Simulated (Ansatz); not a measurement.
# SiH4S (triplet): from Hartree-Fock to the top rungs at distance Si1–H5 along a hydrogen transfer = 1.603 Å, cc-pVDZ

One table from this session's results is given with a row withheld; the runs are named, their logs left out.

The runs use Ansatz 0.2.0, Gaussian basis; cc-pVDZ, core rule «outside noble gas», up to 10 orbitals frozen.

To be run: UHF; CCSD(T) on ROHF; CCSD(T) on UHF; BCCD(T) on ROHF; CISD; CCSDT(Q) on ROHF; CCSDT(Q) on UHF; CASSCF and MRCISD+Q, 4 electrons in 4 orbitals; CASSCF and NEVPT2, 4 electrons in 4 orbitals.

11 further runs of the same task are left out: 1 for a mislabelled method, 7 that didn't finish, 3 set aside as unsound or not needed.

### The system

The geometry derives from fragments relaxed apart (PBE0/def2-TZVP) and kept rigid, so it is no stationary point. A hydrogen atom is moved between rigid fragments.

6 atoms, charge 0, spin multiplicity 3.

Atoms are counted from 1 here; the program's logs count them from 0.

Bond lengths: Si1–H2 1.485 Å, Si1–H3 1.485 Å, Si1–H4 1.485 Å, Si1–H5 1.603 Å. Angles: H2–Si1–H3 109.5°, H2–Si1–H4 109.5°, H2–Si1–H5 109.5°, H3–Si1–H4 109.5°, H3–Si1–H5 109.5°, H4–Si1–H5 109.5°.

Geometry (Å):

```xyz
6
charge 0, multiplicity 3
Si   -1.8454    0.0000    0.0000
H    -2.3402    1.3997    0.0000
H    -2.3402   -0.6999    1.2122
H    -2.3402   -0.6999   -1.2122
H    -0.2424    0.0000    0.0000
S     1.8446    0.0000    0.0000
```

Set-up of the first run:

Contents of in.yaml:

```yaml
crystal:
  periodic: [false, false, false]
  atoms:
    - {symbol: Si, position_ang: [-1.845357, 0.000000, 0.000000]}
    - {symbol: H, position_ang: [-2.340229, 1.399708, 0.000001]}
    - {symbol: H, position_ang: [-2.340228, -0.699854, 1.212183]}
    - {symbol: H, position_ang: [-2.340229, -0.699854, -1.212182]}
    - {symbol: H, position_ang: [-0.242357, 0.000000, 0.000000]}
    - {symbol: S, position_ang: [1.844643, 0.000000, 0.000000]}
basis:
  gaussian: {orbitals: cc-pVDZ}
magnetization: {spin_polarized: true, initial_magnetization: 2}
hamiltonian: {xc: hf}
output: {orbitals: {seedname: orbitals}}
```

On the command line:

```bash
$ ansatz run in.yaml --threads 1 --pin off --events-out ev --progress --plain --max-ram 2393MiB
```

Among the steps run: UHF; CCSD(T) on ROHF; CCSD(T) on UHF; BCCD(T) on ROHF; CISD; CCSDT(Q) on ROHF; CCSDT(Q) on UHF; CASSCF and MRCISD+Q, 4 electrons in 4 orbitals; CASSCF and NEVPT2, 4 electrons in 4 orbitals.

One table of the session follows, with a row left open; its other results are not shown here.

```
       method  from UCCSDT(Q) (kcal/mol)
         ROHF                    +166.87
          UHF                    +163.90
         RMP2                     +34.00
         UMP2                     +34.46
         CISD                     +18.28
        RCCSD                      +3.53
        UCCSD                      +3.46
     RCCSD(T)                      +0.76
     UCCSD(T)                      +0.74
      BCCD(T)                      +0.74
       RCCSDT                      +0.14
       UCCSDT                      +0.13
    RCCSDT(Q)                      +0.01
    UCCSDT(Q)                          0
  CASSCF pair                    +157.20
  NEVPT2 pair                     +33.41
  MRCISD pair                     +16.50
MRCISD+Q pair                          ?
```

Estimate the missing values for MRCISD+Q pair.

As computed: from UCCSDT(Q) (kcal/mol): +0.90. In the column «from UCCSDT(Q) (kcal/mol)» it lies between RCCSD(T) (+0.76) and UCCSD (+3.46).

Limits of these values: Restricted and unrestricted rows rest on different reference determinants; where their highest levels disagree by more than a few hundredths of an eV, they describe different states and don't form one ladder.
